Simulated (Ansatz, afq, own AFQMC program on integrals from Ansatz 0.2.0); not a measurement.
Two steps: Ansatz 0.2.0 writes the Fock matrix and Cholesky factors of the valence space, and afq projects on them the lowest state that overlaps trial and start.

```yaml
crystal:
  periodic: [false, false, false]
  atoms:
    - {symbol: Ge, position_ang: [0.000000, -0.029158, 0.300919]}
    - {symbol: N, position_ang: [0.000000, 0.038514, -1.592101]}
    - {symbol: H, position_ang: [0.000000, 1.566135, 0.437823]}
basis:
  gaussian: {orbitals: cc-pVDZ}
magnetization: {spin_polarized: true, initial_magnetization: 2}
correlation: {method: ccsd_t, electrons: outside_noble_gas, hamiltonian_folder: ham}
```

```sh
$ ansatz run in.yaml --threads 1 --pin off --events-out ev --progress --plain --max-ram 1382MiB
```

afq runs on the folder ham with

```
--method phaseless --trial hf --walkers 120 --populations 1 --least-time 40 --time-step 0.005 --steps-per-block 20 --equilibration-blocks 112 --max-blocks 600 --target-error 0.00114 --factor-cut 1e-05 --start spin_pure --seed 5931 --taylor-order 6
```

Times are imaginary, in 1/Eh. The walk had a cap of 723 s. Filled inner d shells are frozen with the cores.

Output of the walk:

```
orbitals 31  electrons 6 4  factors 237 of 508
reference energy -2130.26567147 Eh
CCSD correlation -0.20809624 Eh in 16 cycles, weight of the determinant in the CISD state 0.8735
energy of the start -2130.266232 Eh
 block  time / (1/Eh)  mean weight  energy / Eh
     1     0.100  1.0009  -2130.309997
     2     0.200  1.0011  -2130.341517
     3     0.300  1.0014  -2130.366470
     4     0.400  1.0016  -2130.385218
     5     0.500  1.0014  -2130.409013
    10     1.000  1.0008  -2130.447191
    86     8.600  1.0000  -2130.473776
   171    17.100  1.0003  -2130.486748
   256    25.600  1.0021  -2130.494189
   341    34.100  0.9999  -2130.476858
   409    40.900  1.0007  -2130.518807
   426    42.600  1.0002  -2130.469017
   443    44.300  0.9999  -2130.450049
   511    51.100  0.9995  -2130.458932
   596    59.600  0.9988  -2130.467982
   681    68.100  1.0011  -2130.472584
   698    69.800  1.0004  -2130.451630
blocks merged  error / Eh  count
     1  0.000726  600
     2  0.000954  300
     4  0.001223  150
     8  0.001501  75
    16  0.001674  37
    32  0.001739  18
    64  0.002213  9
energy -2130.479431 +/- 0.001739 Eh
(rows thinned)
```

The run passed its tests (sampling time, drift between the halves within three errors, error under three times the target), which doesn't prove that it has relaxed. The second half of the sampling lies above the first by 2.3 errors of their difference, so the energy may still be moving and its error bar be too small.

Against this walk (error 47.3 meV) on the same determinant: CCSD(T) 6.6 meV higher (within the noise), CCSDT(Q) 44.4 meV lower (within the noise), a separate phaseless walk with a CISD trial and standard settings 17.7 ± 49.1 meV lower (within the noise). The error is statistical and leaves out the bias of the constraint.

Cautions: constraint bias not in the error; error above the target (47.3 against 31.0 meV); no relativity below Rb; no spin-orbit coupling; inner d shell frozen; lower spins were not checked; an unrestricted solution with more broken spin lies lower (27 meV, ⟨S²⟩ 2.22).

The walk took 110 s on 1 thread of Intel(R) Xeon(R) 6975P-C (Granite Rapids), with other jobs on the host. The log's last line is the phaseless energy.

CCSDT and higher add their correlation energy to the determinant of the CCSD(T) run, since their own runs factorise the integrals more tightly (a shift of under 2 meV). A walk keeps the symmetry of its determinant, which the program's search chose and which needn't be the lowest solution, so a lower state of the same spin and another symmetry isn't excluded.
